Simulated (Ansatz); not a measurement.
Relaxation of CH$_{8}$OSi (11 atoms, charge 0, multiplicity 1), to a largest force component of 0.03 eV/Å in at most 50 steps.

Method: Ansatz, RHF/def2-SVP.

```xyz
11
Properties=species:S:1:pos:R:3
Si -0.053 0.147 0.066
O -0.231 0.035 1.724
H -1.093 -0.093 2.086
H 1.388 0.306 -0.205
C -0.976 1.634 -0.619
H -2.056 1.534 -0.489
H -0.657 2.553 -0.120
H -0.786 1.745 -1.691
H -0.568 -1.081 -0.582
H 1.298 -2.004 0.900
H 1.105 -1.726 1.524
```

Problem. Where does it end, and by what steps?

Solution. The run converged. The force dipped under the threshold on the way, but the program's further checks kept it going. After 19 steps the energy has fallen by 0.263 eV; H10 moved furthest, 1.79 Å.

| step | energy less start (eV) | largest force component (eV/Å) | accepted |
| --- | --- | --- | --- |
| 0 | 0.0000 | 1.281 | yes |
| 1 | -0.1351 | 0.229 | yes |
| 2 | -0.1944 | 0.162 | yes |
| 3 | -0.2218 | 0.174 | yes |
| 4 | -0.2372 | 0.334 | yes |
| 5 | -0.2420 | 0.276 | yes |
| 6 | -0.2453 | 0.132 | yes |
| 7 | -0.2492 | 0.085 | yes |
| 8 | -0.2527 | 0.085 | yes |
| 9 | -0.2458 | 0.765 | no |
| 10 | -0.2543 | 0.042 | yes |
| 11 | -0.2546 | 0.272 | yes |
| 12 | -0.2572 | 0.106 | yes |
| 13 | -0.2594 | 0.139 | yes |
| 14 | -0.2604 | 0.159 | yes |
| 15 | -0.2616 | 0.100 | yes |
| 16 | -0.2626 | 0.021 | yes |
| 17 | -0.2630 | 0.068 | yes |
| 18 | -0.2631 | 0.127 | yes |
| 19 | -0.2634 | 0.026 | yes |

```xyz
11
Properties=species:S:1:pos:R:3
Si -0.149 0.336 -0.373
O -0.065 -0.139 1.214
H -0.839 -0.444 1.659
H 1.245 0.546 -0.811
C -1.148 1.913 -0.575
H -2.185 1.774 -0.258
H -0.720 2.726 0.017
H -1.162 2.228 -1.622
H -0.766 -0.738 -1.192
H 1.725 -2.896 2.396
H 1.435 -2.256 2.138
```

Whether the end is a true minimum wasn't checked by a vibrational analysis.

Run time: 19 s on 1 thread of Intel(R) Xeon(R) 6975P-C (Granite Rapids) (shared host), peak memory 0.16 GiB.
